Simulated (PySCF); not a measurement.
System (SMILES): Cl (HCl).
Geometry (B3LYP-D3(BJ)/def2-TZVP, fixed):
```xyz
2

Cl     0.0000     0.0000    -0.0712
H      0.0000     0.0000     1.2108
```
Charge 0, spin multiplicity 1.

Basis-set convergence of the isotropic shielding of H2 at PBE0 with PySCF. GIAO, no density fitting; atoms are numbered in the order shown. All functions are spherical. No added dispersion term, no relativity. Reference: the value in pcSseg-3, 30.69 ppm, itself unsure by roughly 0.01 ppm (its mean distance from pcseg-4, cc-pCVQZ, cc-pV(5+d)Z). Deviations are taken from unrounded values.

```json
[
 {"basis": "6-31G*", "functions": "20", "isotropic shielding of H2 (ppm)": "31.85"},
 {"basis": "6-31+G*", "functions": "24", "isotropic shielding of H2 (ppm)": "31.79"},
 {"basis": "def2-SVP", "functions": "23", "isotropic shielding of H2 (ppm)": "31.30"},
 {"basis": "def2-SVPD", "functions": "35", "isotropic shielding of H2 (ppm)": "31.28"},
 {"basis": "pcseg-1", "functions": "23", "isotropic shielding of H2 (ppm)": "30.71"},
 {"basis": "aug-pcseg-1", "functions": "36", "isotropic shielding of H2 (ppm)": "31.07"},
 {"basis": "cc-pV(D+d)Z", "functions": "28", "isotropic shielding of H2 (ppm)": "30.95"},
 {"basis": "aug-cc-pV(D+d)Z", "functions": "41", "isotropic shielding of H2 (ppm)": "31.21"},
 {"basis": "6-311G**", "functions": "32", "isotropic shielding of H2 (ppm)": "30.91"},
 {"basis": "6-311+G**", "functions": "36", "isotropic shielding of H2 (ppm)": "31.00"},
 {"basis": "def2-TZVP", "functions": "43", "isotropic shielding of H2 (ppm)": "31.02"},
 {"basis": "def2-TZVPD", "functions": "55", "isotropic shielding of H2 (ppm)": "31.18"},
 {"basis": "pcseg-2", "functions": "48", "isotropic shielding of H2 (ppm)": "30.66"},
 {"basis": "aug-pcseg-2", "functions": "73", "isotropic shielding of H2 (ppm)": "30.83"},
 {"basis": "cc-pV(T+d)Z", "functions": "53", "isotropic shielding of H2 (ppm)": "30.77"},
 {"basis": "aug-cc-pV(T+d)Z", "functions": "78", "isotropic shielding of H2 (ppm)": "30.81"},
 {"basis": "def2-TZVPP", "functions": "56", "isotropic shielding of H2 (ppm)": "30.73"},
 {"basis": "def2-TZVPPD", "functions": "68", "isotropic shielding of H2 (ppm)": "30.81"},
 {"basis": "cc-pV(Q+d)Z", "functions": "94", "isotropic shielding of H2 (ppm)": "30.73"},
 {"basis": "aug-cc-pV(Q+d)Z", "functions": "135", "isotropic shielding of H2 (ppm)": "30.74"},
 {"basis": "pcseg-3", "functions": "97", "isotropic shielding of H2 (ppm)": "30.70"},
 {"basis": "aug-pcseg-3", "functions": "138", "isotropic shielding of H2 (ppm)": "30.70"},
 {"basis": "def2-QZVPP", "functions": "100", "isotropic shielding of H2 (ppm)": "30.73"},
 {"basis": "def2-QZVPPD", "functions": "112", "isotropic shielding of H2 (ppm)": "30.77"}
]
```

What the diffuse functions change, pair by pair:
- 6-31G* to 6-31+G*: 4 more functions, deviation 1.16 to 1.10 ppm
- def2-SVP to def2-SVPD: 12 more functions, deviation 0.61 to 0.59 ppm
- pcseg-1 to aug-pcseg-1: 13 more functions, deviation 0.03 to 0.38 ppm
- cc-pV(D+d)Z to aug-cc-pV(D+d)Z: 13 more functions, deviation 0.27 to 0.52 ppm
- 6-311G** to 6-311+G**: 4 more functions, deviation 0.22 to 0.31 ppm
- def2-TZVP to def2-TZVPD: 12 more functions, deviation 0.34 to 0.49 ppm
- pcseg-2 to aug-pcseg-2: 25 more functions, deviation -0.03 to 0.15 ppm
- cc-pV(T+d)Z to aug-cc-pV(T+d)Z: 25 more functions, deviation 0.08 to 0.13 ppm
- def2-TZVPP to def2-TZVPPD: 12 more functions, deviation 0.05 to 0.12 ppm
- cc-pV(Q+d)Z to aug-cc-pV(Q+d)Z: 41 more functions, deviation 0.04 to 0.05 ppm
- pcseg-3 to aug-pcseg-3: 41 more functions, deviation 0.02 to 0.02 ppm
- def2-QZVPP to def2-QZVPPD: 12 more functions, deviation 0.05 to 0.08 ppm

They bring the value nearer the reference by more than 0.01 ppm in 2 of 12 pairs.
